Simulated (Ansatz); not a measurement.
Energy of full hydrogenation, enthalpy at 298 K: 5 cases among saturated hydrocarbons, in kcal/mol, species as SMILES. Each species takes up H2 until only one-heavy-atom hydrides (CH4, NH3, H2O, HF, SiH4 and the like) are left. Conventions: 6-311+G** with 5d; valence correlation only; LANL2DZ all-electron up to Ne; non-relativistic; dispersion terms only where a functional's name holds one; 6-31G* and kin with 6d, 5d where marked; no spin-orbit coupling. Ab initio and DFT rows: single points at B3LYP-D3(BJ) geometries (Ansatz, a first-principles code), with unscaled harmonic terms from B3LYP/6-31G* (Ansatz) at its own minima.

Measured values: Active Thermochemical Tables 1.112 (ions: stationary electron), as tabulated in the package chemicals; Active Thermochemical Tables 1.112 (ions: stationary electron), as tabulated in the package chemicals; G2/97 table in ASE (Curtiss et al.); they hold spin-orbit and core effects, anharmonicity and other conformers. 

```csv
species,atoms,measured,error of B3LYP/6-31G* (Ansatz),error of HF/6-311+G** (Ansatz),error of PBE/LANL2DZ (Ansatz),error of B3LYP-D3(BJ)/def2-TZVPD (Ansatz + dftd3),error of B2PLYP-D3(BJ)/def2-TZVPD (Ansatz + dftd3)
CC (C2H6),8,-15.6,-0.7,-2.5,-2.5,0.1,0.3
C1CC1,9,-66.3,-4.5,-9.1,-10.2,-0.9,0.0
CCC,11,-28.5,-2.5,-6.4,-5.7,-0.3,0.2
C1CCC1 [cyclobutane],12,-78.1,-5.1,-13.2,-8.7,-1.6,-0.2
CCCC,14,-41.2,-4.5,-10.5,-9.1,-0.9,0.0
```

| level | cases | mean signed error | mean absolute error | median absolute error | largest absolute error |
|---|---|---|---|---|---|
| B3LYP/6-31G* (Ansatz) | 5 | -3.46 | 3.46 | 4.50 | 5.1 |
| HF/6-311+G** (Ansatz) | 5 | -8.34 | 8.34 | 9.10 | 13.2 |
| PBE/LANL2DZ (Ansatz) | 5 | -7.24 | 7.24 | 8.70 | 10.2 |
| B3LYP-D3(BJ)/def2-TZVPD (Ansatz + dftd3) | 5 | -0.72 | 0.76 | 0.90 | 1.6 |
| B2PLYP-D3(BJ)/def2-TZVPD (Ansatz + dftd3) | 5 | 0.06 | 0.14 | 0.20 | 0.3 |

B3LYP/6-31G* lies above in 0 of 5 cases and within 2 kcal/mol in 1; mean signed error -3.46 kcal/mol, mean absolute 3.46 kcal/mol (2.57 over the 3 cases of up to 11 atoms, 4.80 over the larger). These figures hold for the species listed.

How the rows were picked: cases drawn at random among the computed members of the class that have a tabulated value. The batch they came from held 5 cases of this property in the class: 5 with a tabulated value, 0 with clean coupled cluster alone, 0 with neither, which enter no statistics. The levels are drawn from those run on every case listed, the commonest habits more often. No case is left out for the size of its miss. Left out are saddle points of the reference geometry, anions that the best level run finds unbound, excited spin states, species near biochemistry, 298 K rows of species without real B3LYP wavenumbers, cases with under five habitual levels, runs that failed or that the program found above a lower state of the same kind, table entries that another table contradicts, and a share of species set aside by lot.
